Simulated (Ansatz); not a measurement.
## Band gap of zinc-blende GaP: levels of theory against measurement

Reference value: 2.43 eV (measured, zero-point renormalisation of 0.08 eV added back here (the table's ZPR column); inputs from Chen et al. (2018), doi:10.1103/physrevmaterials.2.073803).

Problem. Which of these levels comes closest to the reference?
(A) LDA+SOC (Ansatz, a first-principles code)
(B) r²SCAN-D4 (Ansatz)
(C) HSE06-D3(BJ) (Ansatz)
(D) Hartree–Fock (Ansatz)

Solution. C, HSE06-D3(BJ) (Ansatz)

```json
[
 {"level (code)": "LDA+SOC (Ansatz)", "value (eV)": "1.41 (indirect)", "cell (Å³/atom)": "20.24", "error (eV)": "-1.02"},
 {"level (code)": "r²SCAN-D4 (Ansatz)", "value (eV)": "1.83 (indirect)", "cell (Å³/atom)": "20.01", "error (eV)": "-0.60"},
 {"level (code)": "HSE06-D3(BJ) (Ansatz)", "value (eV)": "2.21 (indirect)", "cell (Å³/atom)": "19.71", "error (eV)": "-0.22"},
 {"level (code)": "Hartree–Fock (Ansatz)", "value (eV)": "7.58 (indirect)", "cell (Å³/atom)": "20.24", "error (eV)": "+5.15"}
]
```

Closest of the ranked levels: HSE06-D3(BJ) (-0.22 eV). Among them Hartree–Fock (+5.15 eV) misses by most. Of the ranked levels only HSE06-D3(BJ) lands within 0.5 eV.

Semilocal Kohn–Sham gaps run low as a rule, and all computed gaps are for a static lattice, while measured ones hold electron–phonon shifts unless said otherwise. Levels without +SOC have no spin–orbit coupling; where heavier elements are present it shifts gaps, mostly down, and can invert bands.  Values are at the measured cell; r²SCAN-D4 at the level's own equilibrium cell; HSE06-D3(BJ) at the level's own equilibrium cell. Cutoffs and k meshes differ between the levels. Ansatz's density-functional and Hartree–Fock values are scalar-relativistic unless marked +SOC, with PAW data made under PBE.

Differences are worked out from the printed values.
